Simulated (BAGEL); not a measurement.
# C2H2FNO (SMILES FC1=NCO1) at B3LYP/cc-pVDZ (density fitting with qzvpp-jkfit)

What is the energy change on altering one bond length of C2H2FNO at B3LYP/cc-pVDZ (density fitting with qzvpp-jkfit)? 

The calculation is run with BAGEL 1.2.2.

## (1) The molecule

C2H2FNO has 7 atoms, charge 0, and is taken as a singlet. As SMILES, `FC1=NCO1`. The shape is that of a PBE0-D4/def2-TZVP optimisation.

Bond lengths: F1–C2 1.291 Å, C2–N3 1.270 Å, N3–C4 1.465 Å, C2–O5 1.336 Å, C4–O5 1.481 Å, C4–H6 1.089 Å, C4–H7 1.089 Å. Some angles: F1–C2–N3 132.4°, F1–C2–O5 120.4°, N3–C2–O5 107.2°, C2–N3–C4 82.4°, N3–C4–O5 90.8°, C2–O5–C4 79.6°, N3–C4–H6 114.9°, N3–C4–H7 114.9°, O5–C4–H6 110.1°, O5–C4–H7 110.1°.

## (2) The energy at B3LYP/cc-pVDZ (density fitting with qzvpp-jkfit)

job.json

```json
{ "bagel": [

{
  "title": "molecule",
  "basis": "cc-pvdz.json",
  "df_basis": "qzvpp-jkfit",
  "angstrom": true,
  "geometry": [
    { "atom": "F", "xyz": [   -1.048500,   -1.965600,    0.441600 ] },
    { "atom": "C", "xyz": [   -0.514700,   -0.825600,    0.153600 ] },
    { "atom": "N", "xyz": [   -0.970200,    0.214200,   -0.416500 ] },
    { "atom": "C", "xyz": [    0.388600,    0.705700,   -0.172700 ] },
    { "atom": "O", "xyz": [    0.759400,   -0.577400,    0.468200 ] },
    { "atom": "H", "xyz": [    0.459800,    1.518100,    0.548600 ] },
    { "atom": "H", "xyz": [    0.987000,    0.862600,   -1.068600 ] }
  ]
},
{ "title": "ks", "xc_func": "b3lyp" },
{ "title": "print", "file": "orbitals.molden", "orbitals": true }

]}
```

The basis set cc-pVDZ is read from a file made from the Basis Set Exchange's data (not shown).

Launch:

```bash
$ BAGEL_NUM_THREADS=1 BAGEL job.json > job.out
```

The log of the run:

```text
* using 1 threads per process

  ===============================================================
  ===============================================================

  *** Geometry ***

  { "atom" : "F", "xyz" : [     -1.981378,     -3.714446,      0.834503 ] },
  { "atom" : "C", "xyz" : [     -0.972642,     -1.560158,      0.290262 ] },
  { "atom" : "N", "xyz" : [     -1.833412,      0.404779,     -0.787071 ] },
  { "atom" : "C", "xyz" : [      0.734348,      1.333580,     -0.326356 ] },
  { "atom" : "O", "xyz" : [      1.435058,     -1.091128,      0.884770 ] },
  { "atom" : "H", "xyz" : [      0.868896,      2.868793,      1.036704 ] },
  { "atom" : "H", "xyz" : [      1.865160,      1.630078,     -2.019361 ] },

  Number of auxiliary basis functions:      417

  Since a DF basis is specified, we compute 2- and 3-index integrals:
    o Being stored without compression. Storage requirement is 0.021 GB

  Number of basis functions:       80
  Number of electrons      :       38

    * METHOD: MOLECULE                             0.14

  *** Kohn-Sham DFT ***

    * Removing 13991 points whose weight is below 1.00e-10
    * Grid points: 90351

  === Nuclear Repulsion ===
   174.3176668426

       - DIIS with orbital gradients will be used.

  === KS iteration (b3lyp / cc-pvdz.json) ===
      0       -271.90356220          0.13804847           0.24
      1       -225.59772958          0.21294531           0.23
      2       -253.12785126          0.21961129           0.23
      3       -296.19112337          0.10029297           0.23
      4       -300.32182892          0.10573966           0.23
      5       -306.71137097          0.02843976           0.22
      6       -307.06108410          0.01377397           0.23
      7       -307.09433391          0.01238321           0.23
      8       -307.18243487          0.00229463           0.23
      9       -307.18459107          0.00070129           0.23
     10       -307.18485014          0.00008213           0.23
     11       -307.18485227          0.00005305           0.23
     12       -307.18485401          0.00001502           0.23
     13       -307.18485412          0.00000826           0.22
     14       -307.18485415          0.00000203           0.23
     15       -307.18485415          0.00000032           0.23
     16       -307.18485415          0.00000021           0.23
     17       -307.18485415          0.00000004           0.23
     18       -307.18485415          0.00000002           0.23
     19       -307.18485415          0.00000002           0.23
     20       -307.18485415          0.00000001           0.23
    * SCF iteration converged.

    * Permanent dipole moment:
           (   -0.572456,    -0.345865,    -0.046560) a.u.

    * METHOD: KS                                   5.19

    * METHOD: PRINT                                0.01

  ===============================================================
```

It took 5.7 s on 1 thread of Arm Neoverse V2, shared host; peak memory 0.34 GiB.

## (3) The distorted shape

input.json

```json
{ "bagel" : [

{
  "title" : "molecule",
  "basis" : "cc-pvdz.json",
  "df_basis" : "qzvpp-jkfit",
  "angstrom" : true,
  "geometry" : [
    { "atom" : "F", "xyz" : [      -1.133939,      -2.940473,      -0.423953 ] },
    { "atom" : "C", "xyz" : [      -0.600139,      -1.800473,      -0.711953 ] },
    { "atom" : "N", "xyz" : [      -1.055639,      -0.760673,      -1.282053 ] },
    { "atom" : "C", "xyz" : [       0.303161,      -0.269173,      -1.038253 ] },
    { "atom" : "O", "xyz" : [       0.673961,      -1.552273,      -0.397353 ] },
    { "atom" : "H", "xyz" : [       0.459800,       1.518100,       0.548600 ] },
    { "atom" : "H", "xyz" : [       0.901561,      -0.112273,      -1.934153 ] }
  ]
},

{
  "title" : "ks",
  "xc_func" : "b3lyp"
},

{
  "title" : "print",
  "file" : "orbitals.molden",
  "orbitals" : true
}

]}
```

The basis set cc-pVDZ is read from a file made from the Basis Set Exchange's data (not shown).

Launch:

```bash
$ BAGEL_NUM_THREADS=1 BAGEL input.json > input.out
```

The log of the run:

```text
* using 1 threads per process

  ===============================================================
  ===============================================================

  *** Geometry ***

  { "atom" : "F", "xyz" : [     -2.142834,     -5.556689,     -0.801155 ] },
  { "atom" : "C", "xyz" : [     -1.134098,     -3.402401,     -1.345396 ] },
  { "atom" : "N", "xyz" : [     -1.994869,     -1.437464,     -2.422729 ] },
  { "atom" : "C", "xyz" : [      0.572891,     -0.508663,     -1.962014 ] },
  { "atom" : "O", "xyz" : [      1.273602,     -2.933371,     -0.750888 ] },
  { "atom" : "H", "xyz" : [      0.868896,      2.868793,      1.036704 ] },
  { "atom" : "H", "xyz" : [      1.703703,     -0.212165,     -3.655019 ] },

  Number of auxiliary basis functions:      417

  Since a DF basis is specified, we compute 2- and 3-index integrals:
    o Being stored without compression. Storage requirement is 0.021 GB

  Number of basis functions:       80
  Number of electrons      :       38

    * METHOD: MOLECULE                             0.14

  *** Kohn-Sham DFT ***

    * Removing 12867 points whose weight is below 1.00e-10
    * Grid points: 91475

  === Nuclear Repulsion ===
   170.6935192166

       - DIIS with orbital gradients will be used.

  === KS iteration (b3lyp / cc-pvdz.json) ===
      0       -272.45746292          0.13562673           0.25
      1       -226.72679328          0.20647036           0.23
      2       -252.61483781          0.19614547           0.23
      3       -297.82994505          0.08587890           0.23
      4       -297.95509300          0.11483784           0.23
      5       -305.64158988          0.04469049           0.23
      6       -306.65539741          0.02296400           0.23
      7       -305.90289729          0.04081293           0.23
      8       -307.00199465          0.00393371           0.23
      9       -306.99694354          0.00425154           0.23
     10       -307.00892424          0.00228242           0.23
     11       -307.01293709          0.00040643           0.23
     12       -307.01302175          0.00020644           0.23
     13       -307.01304382          0.00008575           0.24
     14       -307.01305034          0.00003550           0.23
     15       -307.01305107          0.00000933           0.24
     16       -307.01305111          0.00000422           0.23
     17       -307.01305112          0.00000364           0.24
     18       -307.01305112          0.00000166           0.23
     19       -307.01305112          0.00000037           0.24
     20       -307.01305112          0.00000009           0.24
     21       -307.01305112          0.00000006           0.23
     22       -307.01305112          0.00000003           0.24
     23       -307.01305112          0.00000002           0.23
     24       -307.01305112          0.00000001           0.23
    * SCF iteration converged.

    * Permanent dipole moment:
           (   -0.396576,     0.264341,     0.256138) a.u.

    * METHOD: KS                                   6.24

    * METHOD: PRINT                                0.01

  ===============================================================
```

It took 6.6 s on 1 thread of Arm Neoverse V2, shared host; peak memory 0.35 GiB.

## (4) Outcome

At B3LYP/cc-pVDZ (density fitting with qzvpp-jkfit):

| quantity | value |
| --- | --- |
| first shape: total energy | -307.18485 Eh |
| first shape: dipole moment | 1.70 D |
| first shape: HOMO energy | -7.78 eV |
| first shape: LUMO energy | 0.69 eV |
| first shape: HOMO–LUMO gap | 8.47 eV |
| distorted shape: total energy | -307.01305 Eh |
| distorted shape: dipole moment | 1.38 D |
| distorted shape: HOMO energy | -7.42 eV |
| distorted shape: LUMO energy | -4.00 eV |
| distorted shape: HOMO–LUMO gap | 3.42 eV |
| energy change with the C4–H6 bond stretched from 1.089 to 2.395 Å | 4.675 eV |

What this shows: One bond (distorted shape) is far stretched, which a spin-restricted single reference describes badly; a broken-symmetry solution may lie lower. With the C4–H6 bond stretched from 1.089 to 2.395 Å the energy rises by 4.67 eV (108 kcal/mol). The first shape isn't relaxed at this level, so the change isn't measured from a minimum. A restricted reference can't describe the breaking bond well at this length.
